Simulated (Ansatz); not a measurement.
**What a trial cell of GaSi3 relaxes into**

These are results of DFT PBE, scalar-relativistic, plane waves, PAW in Ansatz, not measurements. Cutoff 420 eV, Γ-centred k mesh, Gaussian smearing, no spin polarisation in the final step.

The start puts GaSi3 on the Cu3Au (L1_2) structure type (Pm-3m, No. 221), with Ga in place of Au, Si in place of Cu, at a guessed volume.

```
CELL_PARAMETERS angstrom
3.93295 0.00000 0.00000
0.00000 3.93295 0.00000
0.00000 0.00000 3.93295
ATOMIC_POSITIONS crystal
Ga 0.00000 0.00000 0.00000
Si 0.00000 0.50000 0.50000
Si 0.50000 0.00000 0.50000
Si 0.50000 0.50000 0.00000
```

Steps on the 12×12×12 mesh (4 atoms). 3 of 4 steps are shown, and the free energy counts from the last. Trial steps that were taken back and renewals of the plane-wave basis can be among the rows.

```json
{"step": "1", "ΔF (meV/atom)": "3.8", "V (Å³/atom)": "15.21", "P (GPa)": "2.57"}
{"step": "2", "ΔF (meV/atom)": "0.2", "V (Å³/atom)": "15.65", "P (GPa)": "0.22"}
{"step": "4", "ΔF (meV/atom)": "0.0", "V (Å³/atom)": "15.69", "P (GPa)": "0.02"}
```

A final relaxation ran on a 12×12×12 mesh. The relaxed crystal, Pm-3m (No. 221):

```
Ga Si
1.0
     3.97390    0.00000    0.00000
     0.00000    3.97390    0.00000
     0.00000    0.00000    3.97390
Ga Si
1 3
Cartesian
  0.0000 0.0000 0.0000
  0.0000 1.9870 1.9870
  1.9870 0.0000 1.9870
  1.9870 1.9870 0.0000
```

For GaSi3, the volume per atom is 15.69 Å³ and the density is 4.07 g/cm³. The energy over the elements is 0.47 eV/atom and the gap on the 12×12×12 mesh is 0 eV (a metal).

The zero of energy is the elements' standard structures at the same level; no fitted shifts are applied.

The final run used a 12×12×12 mesh on its 4-atom cell and 0.10 eV smearing. The k mesh leaves about 4 meV/atom of noise in metals.

Symmetry constrained the relaxation, so the result can be a saddle point.

Cost: 2 runs of about 0.41 core-minutes in all, on Arm Neoverse V1 (shared hosts).